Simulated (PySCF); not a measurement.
Potential energy surface of H2Si, singlet: map of symmetric stretch and bend. Scanned: Si-H bond length and H-Si-H angle.

Calculation: B3LYP/cc-pVDZ run with PySCF.

Energy in kcal/mol above the lowest grid point; x is the Si-H bond length (Å), y the H-Si-H angle (°).

```
y \ x  1.29  1.37  1.44  1.52  1.60  1.67  1.75   1.82   1.90   1.98   2.05
-----  ----  ----  ----  ----  ----  ----  ----  -----  -----  -----  -----
180    88.0  74.9  70.6  71.7  77.2  84.5  94.8  103.2  105.8  108.7  111.6
170    85.6  72.1  67.4  67.7  72.0  77.4  82.6   86.1   90.0   94.3   98.4
160    78.9  64.5  58.7  57.4  59.5  62.6  66.8   70.8   75.8   81.3   86.4
150    69.3  53.8  47.0  44.4  45.4  48.2  52.6   57.3   63.2   69.8   75.8
140    58.7  42.4  34.9  31.7  32.5  35.3  40.3   45.6   52.4   59.8   66.5
130    48.7  31.9  24.0  20.6  21.4  24.5  29.9   35.8   43.3   51.4   58.8
120    40.3  23.1  15.0  11.6  12.5  15.8  21.7   28.0   36.1   44.8   52.6
110    34.2  16.7   8.5   5.0   6.0   9.5  15.6   22.2   30.7   39.9   48.2
100    30.9  13.1   4.7   1.0   2.1   5.6  11.9   18.7   27.5   36.9   45.4
90     30.7  12.5   3.8   0.0   0.9   4.4  10.7   17.6   26.4   35.9   44.6
80     33.9  15.3   6.2   2.1   2.7   6.0  12.2   18.9   27.6   37.1   45.7
70     40.9  21.6  12.1   7.4   7.6  10.6  16.3   22.8   31.3   40.5   48.9
```

Points that lie below all their neighbours on the grid: x = 1.52, y = 90 (0.0 kcal/mol).
